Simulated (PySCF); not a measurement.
Dissociation curve of SMILES ClC. The C1–H5 bond (C1 also carries Cl, H, H; H5 carries nothing else) is pulled apart rigidly from the PBE0/def2-TZVP optimised geometry.

- UKS-BHandHLYP = unrestricted BHandHLYP/cc-pVDZ run with PySCF
- UHF/LANL2DZ = unrestricted Hartree-Fock/LANL2DZ, with its core potentials past Ne (PySCF)
- UCCSD(T) = CCSD(T) on UHF/cc-pVDZ, 6 core orbitals frozen in PySCF 2.14.0

Energies relative to the lowest point of each curve near equilibrium, in kJ/mol:

```tsv
R / Å	UKS-BHandHLYP	UHF/LANL2DZ
0.88	116.1	106.4
0.92	69.6	61.5
1.01	12.6	8.7
1.09	0.0	0.0
1.16	7.7	11.0
1.48	136.0	153.7
1.61	199.8	223.5
1.79	284.2	296.7
1.97	352.7	334.8
2.19	401.5	357.8
2.66	442.2	373.8
3.85	457.2	377.9
```

### Question
Estimate the UCCSD(T) values at these points.

### Answer
0.88: 127.6; 0.92: 78.4; 1.01: 16.3; 1.09: 0.0; 1.16: 4.8; 1.48: 120.8; 1.61: 178.2; 1.79: 253.3; 1.97: 316.6; 2.19: 376.9; 2.66: 438.2; 3.85: 450.6 (kJ/mol).

The unrestricted determinant behind UKS-BHandHLYP is spin-contaminated at 1.97 to 3.85 Å (<S²> up to 1.0, against 0.00 for a pure singlet). The unrestricted determinant behind UHF/LANL2DZ, UCCSD(T) is spin-contaminated at 1.79 to 3.85 Å (<S²> up to 1.0, against 0.00 for a pure singlet).
